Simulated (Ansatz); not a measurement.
Mulliken charges of CH$_{3}$NO (`CN=O`) from PBE/def2-TZVPP in Ansatz (PBE0-D4/def2-TZVP geometry).

| atom | x (Å) | y (Å) | z (Å) | charge (e) |
| --- | --- | --- | --- | --- |
| C1 | -0.173 | 0.295 | -0.258 | -0.171 |
| N2 | -0.093 | -0.930 | 0.547 | 0.052 |
| O3 | 0.960 | -1.089 | 1.084 | -0.184 |
| H4 | -0.435 | -0.011 | -1.274 | 0.109 |
| H5 | -1.017 | 0.873 | 0.130 | 0.109 |
| H6 | 0.759 | 0.863 | -0.229 | 0.084 |

Question: By hand: the dipole of these point charges (1 e Å = 4.8032 D).

Answer: Σ q r = (-0.246, 0.268, -0.271) e Å, of length 0.454 e Å = 2.18 D.

Question: How does the dipole of the full density compare? (Best estimate.)

Answer: Ansatz gave: (-0.148, 0.361, -0.289) e Å, 2.33 D; the point charges give 0.94 times that, at 16° from its direction.

Point charges leave out the atoms' own dipoles, such as those of lone pairs, and Mulliken's split depends on the basis, so the close match here is no proof of good charges.
